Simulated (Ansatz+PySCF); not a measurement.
The numbers below are computed, except where a source is named.
Input for PySCF 2.14.0:

```python
from pyscf import gto, scf

mol = gto.M(atom="""
O 0.000000 0.000000 -1.816680
C 0.000000 0.000000 -0.567730
S 0.000000 0.000000 1.121240
""", basis='def2-svp', charge=0, spin=0)
mf = scf.UHF(mol)
mf.init_guess = 'atom'
mf.kernel()
while True:  # follow internal instabilities
    mo, _, stable, _ = mf.stability(return_status=True)
    if stable: break
    mf.kernel(mf.make_rdm1(mo, mf.mo_occ))
print(mf.converged, mf.e_tot, mf.spin_square()[0])
```

The script is written out from the run's settings.

The run gave:

```
Converged                       : yes
Total energy                    : -510.02086 hartree
Spin squared of the determinant : 0.000
```
